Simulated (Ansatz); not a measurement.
Relaxed structures of CH₃SSi (charge -1), closed shell (PBE0-D4/def2-TZVPD; forces vanish, vibrations not checked; lower isomers may exist, and structures with a doubtful reference or unclear bonds are left out; Å). Computed with Ansatz 0.2.0 (basis: def2-TZVPPD); correlated methods freeze the cores.

Q: Rank them by CCSD(T) energy, lowest first, and give each one's height above the lowest. Links in brackets join atoms within 1.22 times the sum of their covalent radii (1.1 for two metals). (Judge from chemistry; the value comes from the calculation.)
A.
CH₃SSi ([SiH3][C][S]), total charge -1
```
6
angstrom
C -0.9970 -0.3638 0.2658
Si 0.7502 0.2584 0.4029
S -1.8436 0.0205 -1.0935
H 1.6825 -0.9052 0.6085
H 1.3965 1.0946 -0.6895
H 0.8942 1.0759 1.6584
```
B.
CH₃SSi ([SiH][CH][SH]), total charge -1
```
6
angstrom
C -0.5677 -0.4419 -0.1416
Si 0.8621 -0.1818 0.8610
S -1.6595 0.7648 -0.8410
H -0.7675 -1.4433 -0.5290
H -2.8629 0.3783 -0.3510
H 0.7154 1.3426 1.0792
```
C.
CH₃SSi ([CH]1[SiH2][S]1), total charge -1
```
6
angstrom
C -0.7003 -1.0631 0.1990
Si 0.3967 0.3821 0.2399
S -1.4821 0.5564 -0.6642
H -0.4269 -1.7077 -0.6533
H 1.5703 0.7147 -0.6444
H 0.6423 1.1175 1.5230
```
D.
CH₃SSi ([CH2]1[SiH][S]1), total charge -1
```
6
angstrom
C -0.5716 -1.0380 0.0447
Si 0.6176 0.4718 0.0918
S -1.5363 0.3985 -0.5300
H -0.4309 -1.7910 -0.7300
H -0.9490 -1.4664 0.9724
H 0.3791 0.7974 1.5886
```

A: Computed: D (0.000 eV), B (1.339 eV), C (1.411 eV), A (1.867 eV). Heights count from the lowest.

T1 diagnostic: at most 0.024. The restricted Hartree–Fock reference is unstable towards an unrestricted one at one or more of these structures.

For scale, one of the runs: CCSD(T)/def2-TZVPPD, 187 basis functions, launched by `ansatz run in.yaml --threads 2 --pin off --events-out ev --progress --plain --max-ram 4352MiB`. Hardware: 2 CPU threads of an Arm Neoverse V1, shared host. Wall time 43 s; peak host memory 1.8 GiB.
